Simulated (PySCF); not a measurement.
**NaLi⁻ at ROHF-SCS-MP2**

Level: ROHF-SCS-MP2. basis Na aug-cc-pVDZ-DK, Li aug-cc-pVDZ-DK; spin-free X2C with a Gaussian nucleus; PySCF 2.14.

```json
{"state": "²Σ⁺ (doublet), unpaired electrons σ ↑", "bond length": "3.392 Å", "harmonic wavenumber": "159 cm⁻¹", "force constant": "0.0802 mdyn/Å", "rotational constant Be": "0.2726 cm⁻¹", "anharmonicity ωexe": "1.62 cm⁻¹", "vibration–rotation constant αe": "0.00364 cm⁻¹"}
```

Correlated steps freeze 1 core orbital. The state is the lowest determinant that a PBE0 search found; another state may lie lower at other levels.
